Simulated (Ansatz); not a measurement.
in.yaml

```yaml
crystal:
  periodic: [false, false, false]
  atoms:
    - {symbol: H, position_ang: [-2.049374, 0.049803, 0.000000]}
    - {symbol: H, position_ang: [-1.233374, 0.049803, 0.000000]}
    - {symbol: O, position_ang: [0.179626, 0.049803, 0.000000]}
    - {symbol: H, position_ang: [0.431485, -0.890147, 0.000000]}
basis:
  gaussian: {orbitals: 6-31G}
magnetization: {spin_polarized: false, initial_magnetization: 1}
correlation: {method: fic_mrcisd_q, electrons: outside_noble_gas, active_space: {window: {electrons: 9, orbitals: 7}, shells: [{species: H, l: s, shell: 1}, {species: O, l: s, shell: 2}, {species: O, l: p, shell: 2}]}}
```

```sh
$ ansatz run in.yaml --threads 1 --pin off --events-out ev --progress --plain --max-ram 2393MiB
```

The program prints:

```
269 factors; integrals over basis functions are off by at most 2.2e-8 eV
mean field evaluation 1: about -2077.9364 eV, gradient 2.4e1 eV
mean field evaluation 2: about -2077.9370 eV, gradient 2.4e1 eV
mean field evaluation 4: about -2080.1955 eV, gradient 3.7e0 eV
mean field evaluation 8: about -2080.4715 eV, gradient 3.2e-1 eV
mean field evaluation 16: about -2080.0205 eV, gradient 4.3e0 eV
mean field evaluation 32: about -2080.4736 eV, gradient 7.6e-2 eV
mean field -2080.47364586 eV, -76.4559962898 hartree, gradient 1.7e-6 eV, S^2 0.750000; 6 other end points of the search recorded, 0 dependent functions left out
reference -2080.47364586 eV, -76.4559962898 hartree; 6, 5 occupied and 9, 10 virtual orbitals, 269 factors
state -2081.96704813 eV, -76.5108778110 hartree
contracted CI cycle   1: correlation 0.00000000 eV, 0.0000000000 hartree, residual 1.41e1 eV
contracted CI cycle   2: correlation -2.05778686 eV, -0.0756222724 hartree, residual 3.01e0 eV
contracted CI cycle   3: correlation -2.16414960 eV, -0.0795310308 hartree, residual 7.43e-1 eV
contracted CI cycle   4: correlation -2.17099485 eV, -0.0797825892 hartree, residual 1.85e-1 eV
contracted CI cycle   5: correlation -2.17138146 eV, -0.0797967967 hartree, residual 4.12e-2 eV
contracted CI cycle   6: correlation -2.17140251 eV, -0.0797975703 hartree, residual 7.97e-3 eV
contracted CI cycle   7: correlation -2.17140327 eV, -0.0797975984 hartree, residual 1.53e-3 eV
contracted CI cycle   8: correlation -2.17140330 eV, -0.0797975995 hartree, residual 3.43e-4 eV
state -2081.96704813 eV, -76.5108778110 hartree; corrected -2084.19505013 eV, -76.5927553741 hartree
Total energy: -2084.19505013 eV, -76.5927553741 hartree
Checks for a lower state left out: starts, orbital_swaps
```

For the same geometry and basis full CI lies 35.0 meV lower.

Ran on 1 thread of Arm Neoverse V1, shared host: 0.87 s wall, 0.11 GiB peak host memory.
